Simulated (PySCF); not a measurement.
# First hyperpolarisability: `C[c-]1cccc1`, [C$_{6}$H$_{7}$]-, charge -1

Geometry (Å), atoms numbered from 1 in this order:
```xyz
13

C    -1.9738    0.1585   -0.1333
C    -0.4849    0.0766   -0.0223
C     0.3958    1.1671    0.1041
C     1.7150    0.6734    0.1310
C     1.6529   -0.7267    0.0231
C     0.2962   -1.0937   -0.0705
H    -2.4739   -0.6482    0.4191
H    -2.3421    0.0977   -1.1702
H    -2.3477    1.1053    0.2748
H     0.0980    2.2101    0.1709
H     2.6174    1.2677    0.2330
H     2.4992   -1.4064    0.0263
H    -0.0888   -2.1057   -0.1621
```

Total charge -1.

Method: PySCF, quadratic response CAM-B3LYP/def2-TZVPD first hyperpolarisability, Taylor convention, gas phase. Geometry: PBE0-D3(BJ)/def2-TZVP.

For a gas-phase anion, states above the detachment energy (about 1.1 eV, taken as minus the energy of the highest occupied orbital) lie in the continuum and depend on the basis.

Give β for the processes computed.

In 10⁻³⁰ esu, Taylor convention; the vector part is βᵢ = ⅓ Σⱼ (βᵢⱼⱼ + βⱼᵢⱼ + βⱼⱼᵢ):
| process | λ (nm) | β vector norm | β HRS | depolarisation ratio |
| --- | --- | --- | --- | --- |
| static β(0;0,0) | ∞ | 1.47 | 0.83 | 2.65 |
| second harmonic β(−2ω;ω,ω) | 1907 | 1.57 | 0.93 | 2.42 |
| Pockels β(−ω;ω,0) | 1907 | 1.50 | – | – |
| second harmonic β(−2ω;ω,ω) | 1064 | 1.77 | 1.28 | 1.82 |
| Pockels β(−ω;ω,0) | 1064 | 1.58 | – | – |

Which lowest excitations and polarisabilities go with it?

S1 3.24 eV (f = 0.001); S2 3.43 eV (f = 0.000); S3 3.63 eV (f = 0.010); isotropic α 87.5 au static, 88.0 au at 1907 nm, 89.0 au at 1064 nm, 89.4 au at 953.5 nm, 94.5 au at 532 nm.
